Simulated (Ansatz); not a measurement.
We consider hcp Ru, described by revPBE (plane waves, PAW; Ansatz, a first-principles code).

Numerical settings: plane-wave cutoff 520 eV, 24×24×14 k mesh (along the axes of the cell as run), Fermi–Dirac smearing 0.05 eV, no spin polarisation, scalar-relativistic PAW data made under PBE.

Energies at three volumes about the minimum:

| V (Å³/atom) | E − E_lowest (meV/atom) |
|---|---|
| 13.629 | 5.42 |
| 13.908 | 0.00 |
| 14.186 | 4.99 |

Question: Fit a parabola by hand: where is the minimum, and what is the bulk modulus?

Answer: Slopes: (0.00 − 5.42)/(13.908 − 13.629) = -19.427 and (4.99 − 0.00)/(14.186 − 13.908) = 17.950 meV/Å³. Curvature E″ = 2 × (17.950 − (-19.427))/(14.186 − 13.629) = 134.208 meV/Å⁶. From the middle of the first interval, the slope vanishes at V0 = 13.7685 − (-19.427)/134.208 = 13.913 Å³/atom. B = V0 E″ = 13.913 × 134.208 meV/Å³ × 0.1602 GPa per meV/Å³ = 299 GPa. The full Birch–Murnaghan fit to all volumes gives V0 = 13.908 Å³/atom and B0 = 299 GPa.

Shape and atoms are relaxed at each volume.

Measured, for comparison: bulk modulus 318 GPa (zero-point energy and finite temperature contributions removed, our sources range from 318 to 336; as tabulated in doi:10.1021/acs.jctc.3c00612). Computed (rounded) less measured: bulk modulus -6 % (-6 % to -11 % over the range).

Note: the bulk modulus comes from volumes at which shape and atoms were relaxed.
